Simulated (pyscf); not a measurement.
Thermochemistry of product channels of H₃C–SnH₃ + CH₃• on the doublet surface, in eV, from CCSD(T)/def2-TZVPP + ΔMP2(QZVPP) energies (ideal gas, 1 atm, RRHO with modes under 100 cm⁻¹ raised to 100, one conformer, R ln 2 for chiral ones without a mode under 150 cm⁻¹). Structures and frequencies: ωB97X-D3(BJ)/def2-SVP in PySCF. Correlated levels are frozen-core, on RHF or UHF. ΔMP2 is the change of the MP2 total energy from the triple- to the quadruple-zeta basis.

```csv
products,ΔE,ΔH(298 K),ΔG(600 K),ΔG(1200 K)
H₃C–SnH₂• + CH₄,(withheld),-1.16,-1.16,-1.10
H₃C–CH₃ + SnH₃•,(withheld),-0.82,-0.73,-0.55
```

**Question.** Some entries are withheld; supply them.

**Answer.** 
- H₃C–SnH₂• + CH₄, ΔE: -1.34
- H₃C–CH₃ + SnH₃•, ΔE: -0.97

These are energies of the channels, which say nothing of barriers. The CCSD(T) − MP2 part came from Ansatz, without density fitting, on the same reference. The frozen core leaves the outer d or s,p core shells of the metals and heavy elements correlated in the MP2 and CC values, and def2-TZVPP describes them poorly, which can shift differences by a few kcal/mol. Elements past Kr carry the def2 core potentials, without spin-orbit coupling.
